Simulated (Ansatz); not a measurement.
Ansatz (an electronic-structure program) input (FCI/cc-pV(D+d)Z):
A basis named .json is the Basis Set Exchange file of that set.

Ansatz 0.2 input:
```yaml
crystal:
  periodic: [false, false, false]
  atoms:
    - {symbol: Si, position_ang: [0.00522298, 0.00088878, 0.13274662]}
    - {symbol: H, position_ang: [-0.03423424, 1.08488138, -0.93662313]}
    - {symbol: H, position_ang: [-0.03888754, -1.09732424, -0.92182957]}
basis:
  gaussian:
    orbitals: cc-pV_D+d_Z.json
magnetization: {spin_polarized: false}
correlation: {method: fci, electrons: outside_noble_gas}
```

End of the output:

```
integrals: 0.01 GiB planned
620 factors; integrals over basis functions are off by at most 2.2e-7 eV
mean field: 0.07 GiB planned
mean field evaluation 1: about -7891.5891 eV, gradient 7.2e0 eV
mean field evaluation 2: about -7891.5891 eV, gradient 7.2e0 eV
mean field evaluation 4: about -7891.8953 eV, gradient 3.7e-1 eV
mean field evaluation 8: about -7891.8964 eV, gradient 7.8e-7 eV
mean field -7891.89641888 eV, -290.0218440744 hartree, gradient 2.9e-6 eV, S^2 0.000000; 0 other end points of the search recorded, 0 dependent functions left out; unrestricted orbitals would lower it
mean field evaluation 16: about -7891.9893 eV, gradient 1.1e-1 eV
5 core orbitals not correlated
reference -7891.89641888 eV, -290.0218440744 hartree; 3, 3 occupied and 25, 25 virtual orbitals, 620 factors
configuration interaction: 0.87 GiB planned
state -7895.17674727 eV, -290.1423939192 hartree
Total energy: -7895.17674727 eV, -290.1423939192 hartree
```
